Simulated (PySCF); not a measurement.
Molecule: `CP(C)(C)=S`, C₃H₉PS.

Atom-mapped SMILES (the numbers label the heavy atoms): `[CH3:1][P:2]([CH3:3])([CH3:4])=[S:5]`. Hydrogens are named by the atom that carries them.

Geometry PBE0-D3(BJ)/def2-SVP throughout; GIAO in PySCF 2.14.0 with density-fitted response routines, gas phase, one conformer, non-relativistic; equivalent atoms averaged; functional PBE0.

Problem. How do the shifts δ (against TMS, H3PO4, CS2 at the same level) depend on the basis set? (ppm; last column core-seconds on 1 thread of an Arm Neoverse V1, shared host)

Solution. 
```tsv
basis set	functions	C1/C3/C4	P2	S5	H(C1)/H(C3)/H(C4)	core-s
STO-3G	42	14.6	-79.9	-135.7	0.85	3.3
6-31G	71	22.2	-54.9	-216.9	1.11	6.4
6-31G*	96	21.9	13.9	-224.1	1.14	8.5
def2-SVP	123	23.9	9.5	-197.5	1.34	9.7
6-311+G(2d,p)	205	25.2	6.0	-202.8	1.46	20
def2-TZVP	221	25.3	10.4	-217.0	1.48	24
```

Problem. Which nucleus moves most, in ppm?

Solution. P2 (phosphorus bonded to 3 C, S): from -79.9 ppm with STO-3G to 13.9 ppm with 6-31G*. The smallest spread is 0.63 ppm, at H(C1)/H(C3)/H(C4). Proton shifts span only some 12 ppm, so a few tenths of a ppm matter as much there as several ppm in carbon.

Problem. Taking the largest basis, def2-TZVP (221 functions), as the yardstick, rank the others by their worst heavy-atom deviation.

Solution. 6-31G* 7.1 ppm (96 functions), 6-311+G(2d,p) 14.2 ppm (205 functions), def2-SVP 19.5 ppm (123 functions), 6-31G 65.3 ppm (71 functions), STO-3G 90.3 ppm (42 functions).

A small basis that lands close on one nucleus may do so by chance; judge by the trend and by all nuclei.
